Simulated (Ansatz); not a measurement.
What each rung costs, and what it gives

Saddle point of CH$_{6}$AlN, closed shell (CH₆AlN ([CH3][NH][AlH2]) → CH₅N ([CH3][NH2]) + AlH (still joined by a long Al–N bond); bonds formed: N2–H4; bonds broken: Al1–H4; bonds weakened to dative contacts: Al1–N2), PBE0-D4/def2-TZVP structure:

```tsv
atom	x (Å)	y (Å)	z (Å)
Al1	-1.8534	0.0339	-0.4084
N2	-0.1255	0.0721	0.3970
C3	1.1354	0.0289	-0.3241
H4	-0.7175	-1.1743	-0.1168
H5	-2.8490	0.7277	0.6568
H6	0.0281	0.2530	1.3884
H7	1.8632	-0.6355	0.1511
H8	1.5779	1.0252	-0.4035
H9	0.9408	-0.3312	-1.3405
```

Barriers are electronic and count from the start structure reached by relaxing down the imaginary mode.

Program: Ansatz 0.2.0. Basis: as named in each row. Cores are frozen in the correlated methods. B3LYP uses VWN-RPA correlation. Extrapolation: Hartree–Fock as exp(−7.88 √X), correlation as X^−2.97.

Times are rough, for one single point on 2 threads of a shared host (Intel Xeon Platinum 8488C).

The estimate by CCSD(T) at an estimated basis limit (MP2 extrapolated from triple and quadruple zeta, plus CCSD(T) − MP2 in triple zeta) is 293.4 kJ/mol.

```csv
method,basis,time (s),barrier (kJ/mol),method less estimate
HF,STO-3G,under 1,576.6,283.2
PBE-D4,STO-3G,under 1,391.1,97.7
SPW92,def2-SVP,under 1,239.3,-54.1
B3LYP-D4,6-31G,under 1,276.0,-17.4
PBE-D4,def2-SVP,under 1,254.4,-39.0
PBE0-D4,def2-SVP,under 1,284.2,-9.2
SPW92,def2-TZVPP,under 1,240.5,-52.9
PBE-D4,def2-TZVPP,1,254.9,-38.5
BLYP-D4,def2-TZVPP,1,267.8,-25.7
CCSD(T),def2-SVP,1,294.7,1.3
BHLYP-D4,def2-TZVPP,2,326.2,32.7
B3LYP-D4,def2-TZVPP,2,291.2,-2.3
PBE0-D4,def2-TZVPP,2,284.3,-9.1
CAM-B3LYP-D4,def2-TZVPP,2,309.0,15.6
r2SCAN-D4,def2-TZVPP,2,279.7,-13.7
wB97M-V,def2-SVP,2,300.8,7.4
r2SCAN0-D4,def2-TZVPP,3,300.1,6.7
B2PLYP,def2-TZVPP,3,297.3,3.9
PBE-QIDH,def2-TZVPP,3,305.6,12.2
RPA on PBE,def2-TZVPP,4,281.8,-11.6
B97M-V,def2-TZVPP,4,291.7,-1.7
wB97X-V,def2-TZVPP,5,314.8,21.4
wB97M-V,def2-TZVPP,5,302.2,8.8
MP2,def2-QZVPP,15,301.9,8.5
CCSD(T),def2-TZVPP,22,292.8,-0.6
```

All methods are single points on the PBE0-D4 structures.

The T1 diagnostic stays at or below 0.017. The restricted Hartree–Fock reference is unstable towards an unrestricted one at one or more of these structures. A large double-excitation amplitude points to some diradical character; no triplet was computed.

Labels in which every atom is bracketed show which atoms are joined, not bond orders.
